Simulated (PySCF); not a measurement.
**SiH: frontier orbitals**

PBE at R = 1.542 Å; basis Si cc-pV(D+d)Z, H cc-pVDZ; no relativity; PySCF 2.14. State: ²Π (doublet), unpaired electrons π ↑. Only the outer orbitals are listed, counted within each symmetry.

```json
{"spin": "α", "orbital": "4σ", "occ.": "1", "ε (eV)": "-11.97", "on Si (%)": "81", "main shells (%)": "77 Si s, 19 H s"}
{"spin": "α", "orbital": "5σ", "occ.": "1", "ε (eV)": "-6.67", "on Si (%)": "68", "main shells (%)": "45 Si p, 32 H s, 20 Si s"}
{"spin": "α", "orbital": "2π", "occ.": "1", "ε (eV)": "-4.42", "on Si (%)": "100", "main shells (%)": "100 Si p"}
{"spin": "α", "orbital": "2π", "occ.": "0", "ε (eV)": "-4.14", "on Si (%)": "100", "main shells (%)": "100 Si p"}
{"spin": "α", "orbital": "6σ", "occ.": "0", "ε (eV)": "0.65", "on Si (%)": "64", "main shells (%)": "54 Si p, 36 H s, 10 Si d"}
{"spin": "α", "orbital": "7σ", "occ.": "0", "ε (eV)": "5.54", "on Si (%)": "86", "main shells (%)": "60 Si s, 14 Si p, 13 H s"}
{"spin": "β", "orbital": "4σ", "occ.": "1", "ε (eV)": "-11.37", "on Si (%)": "75", "main shells (%)": "71 Si s, 24 H s"}
{"spin": "β", "orbital": "5σ", "occ.": "1", "ε (eV)": "-6.38", "on Si (%)": "70", "main shells (%)": "44 Si p, 30 H s, 25 Si s"}
{"spin": "β", "orbital": "2π", "occ.": "0", "ε (eV)": "-3.76", "on Si (%)": "100", "main shells (%)": "100 Si p"}
{"spin": "β", "orbital": "2π", "occ.": "0", "ε (eV)": "-2.73", "on Si (%)": "100", "main shells (%)": "100 Si p"}
{"spin": "β", "orbital": "6σ", "occ.": "0", "ε (eV)": "1.00", "on Si (%)": "66", "main shells (%)": "54 Si p, 34 H s, 9 Si d"}
```

Q: Which are the highest filled and the lowest empty level, where do they sit, and how wide is the gap?

A: Highest filled α 2π at -4.42 eV (in %: 100 Si p); lowest empty α 2π at -4.14 eV (in %: 100 Si p); the gap at PBE is 0.28 eV. Both belong to one degenerate shell, split only by its one-sided filling, so this is no excitation gap.

The bond order (Mayer) is 0.94 and the ⟨S²⟩ is 0.754. The charge on Si (Mulliken, basis-dependent) is 0.06, the charge on Si (Löwdin, basis-dependent) is 0.07 and the dipole moment (positive dipole means Si(−)H(+)) is 0.17 D. The polarisability along the bond is 31.6 bohr³ and the polarisability across the bond is 21.5 bohr³.

The state is the lowest determinant that a PBE0 search found; another state may lie lower at other levels.
